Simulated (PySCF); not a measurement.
C6H11 (charge +1).
Atom-mapped SMILES: `[CH3:1][C+:2]1[CH2:3][CH2:4][CH2:5][CH2:6]1` (hydrogens: H7, H8, H9 on C1; H10, H11 on C3; H12, H13 on C4; H14, H15 on C5; H16, H17 on C6)

The same species was optimised twice, with GFN2-xTB and with PBE0-D3(BJ)/def2-SVP (PySCF), and the same property calculations (PySCF, gas phase) were run on both structures.

```json
{"coordinate": "C1–C2 (Å)", "GFN2-xTB": "1.446", "PBE0-D3(BJ)/def2-SVP": "1.454", "change": "+0.008"}
{"coordinate": "C2–C3 (Å)", "GFN2-xTB": "1.453", "PBE0-D3(BJ)/def2-SVP": "1.459", "change": "+0.006"}
{"coordinate": "C2–C6 (Å)", "GFN2-xTB": "1.453", "PBE0-D3(BJ)/def2-SVP": "1.457", "change": "+0.004"}
{"coordinate": "C3–C4 (Å)", "GFN2-xTB": "1.534", "PBE0-D3(BJ)/def2-SVP": "1.532", "change": "-0.002"}
{"coordinate": "C5–C6 (Å)", "GFN2-xTB": "1.534", "PBE0-D3(BJ)/def2-SVP": "1.532", "change": "-0.002"}
{"coordinate": "C4–C5 (Å)", "GFN2-xTB": "1.531", "PBE0-D3(BJ)/def2-SVP": "1.530", "change": "-0.001"}
{"coordinate": "C3–C2–C6 (°)", "GFN2-xTB": "110.4", "PBE0-D3(BJ)/def2-SVP": "109.4", "change": "-1.0"}
{"coordinate": "C1–C2–C3 (°)", "GFN2-xTB": "125.0", "PBE0-D3(BJ)/def2-SVP": "125.6", "change": "+0.6"}
{"coordinate": "C3–C4–C5 (°)", "GFN2-xTB": "103.2", "PBE0-D3(BJ)/def2-SVP": "102.8", "change": "-0.4"}
{"coordinate": "C4–C5–C6 (°)", "GFN2-xTB": "102.9", "PBE0-D3(BJ)/def2-SVP": "102.6", "change": "-0.3"}
{"coordinate": "C1–C2–C6 (°)", "GFN2-xTB": "124.6", "PBE0-D3(BJ)/def2-SVP": "124.9", "change": "+0.3"}
{"coordinate": "C2–C3–C4 (°)", "GFN2-xTB": "106.1", "PBE0-D3(BJ)/def2-SVP": "106.3", "change": "+0.2"}
{"coordinate": "C2–C6–C5 (°)", "GFN2-xTB": "105.9", "PBE0-D3(BJ)/def2-SVP": "106.1", "change": "+0.2"}
```

Rotational constants: A = 6657, B = 3054, C = 2273 MHz (GFN2-xTB) against A = 6669, B = 3030, C = 2269 MHz (PBE0-D3(BJ)/def2-SVP).

On the GFN2-xTB structure: lowest singlet, TDDFT (eV) 5.07 [CAM-B3LYP/def2-SVPD]; isotropic polarisability (au) 63.0 [CAM-B3LYP/def2-SVPD]; HOMO (eV) -15.46 [CAM-B3LYP/def2-SVPD]; LUMO (eV) -7.15 [CAM-B3LYP/def2-SVPD]; HOMO (eV) -14.06 [PBE0/pcSseg-1]; LUMO (eV) -8.40 [PBE0/pcSseg-1]; GIAO shielding of C1 (ppm) 143.8 [PBE0/pcSseg-1]; GIAO shielding of C2 (ppm) -170.0 [PBE0/pcSseg-1]; GIAO shielding of C3/C6 (mean) (ppm) 118.5 [PBE0/pcSseg-1]; GIAO shielding of C4/C5 (mean) (ppm) 156.0 [PBE0/pcSseg-1].

**Question.** What do these properties become on the PBE0-D3(BJ)/def2-SVP structure?

**Answer.** 
| property | level | on GFN2-xTB | on PBE0-D3(BJ)/def2-SVP | change |
| --- | --- | --- | --- | --- |
| lowest singlet, TDDFT (eV) | CAM-B3LYP/def2-SVPD | 5.07 | 5.32 | +0.25 |
| isotropic polarisability (au) | CAM-B3LYP/def2-SVPD | 63.0 | 63.9 | +0.9 |
| HOMO (eV) | CAM-B3LYP/def2-SVPD | -15.46 | -15.47 | -0.01 |
| LUMO (eV) | CAM-B3LYP/def2-SVPD | -7.15 | -6.91 | +0.24 |
| energy, GFN2-xTB geometry as zero (kcal/mol) | CAM-B3LYP/def2-SVPD | 0.0 | -1.2 | -1.2 |
| HOMO (eV) | PBE0/pcSseg-1 | -14.06 | -14.08 | -0.02 |
| LUMO (eV) | PBE0/pcSseg-1 | -8.40 | -8.16 | +0.24 |
| energy, GFN2-xTB geometry as zero (kcal/mol) | PBE0/pcSseg-1 | 0.0 | -1.1 | -1.1 |
| GIAO shielding of C1 (ppm) | PBE0/pcSseg-1 | 143.8 | 143.9 | +0.1 |
| GIAO shielding of C2 (ppm) | PBE0/pcSseg-1 | -170.0 | -161.0 | +9.0 |
| GIAO shielding of C3/C6 (mean) (ppm) | PBE0/pcSseg-1 | 118.5 | 115.4 | -3.1 |
| GIAO shielding of C4/C5 (mean) (ppm) | PBE0/pcSseg-1 | 156.0 | 155.1 | -0.9 |

The heavy atoms differ by 0.012 Å rms after alignment. Among bonds between heavy atoms C1–C2 changes most (+0.008 Å). Changes are differences of the printed values. Neither structure is proved a minimum here. Geometry: PBE0-D3(BJ)/def2-SVP, one conformer, isolated ion.
